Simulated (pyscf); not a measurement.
Structures and frequencies: ωB97X-D3(BJ)/def2-SVPD in PySCF.

`[CH2]=[O]` + `[CH4]` + `[OH-]` -> `[CH3][O-]` + `[CH3][OH]`
Surface: singlet. Broken: C–H. Formed: C–H, C–O. Give ΔE‡ and ΔE from ωB97M-D3(BJ)/def2-TZVPD, relative to the separated reactants.

ΔE‡ = 2.15 eV, ΔE = -0.25 eV. Zero-point energy shifts the barrier by +0.09 eV. It is an addition across a multiple bond or ene-type step, with an imaginary mode of 1236i cm⁻¹. On the reactant side the descent ends in a bound adduct (not fully relaxed), 0.98 eV under the separated species and 3.17 eV under the saddle at ωB97X-D3(BJ)/def2-TZVPD. On the product side the descent ends in a bound adduct (not fully relaxed), 1.15 eV under the separated species and 3.65 eV under the saddle at ωB97X-D3(BJ)/def2-TZVPD. This is the saddle that the search found; another between the same sides may lie lower.
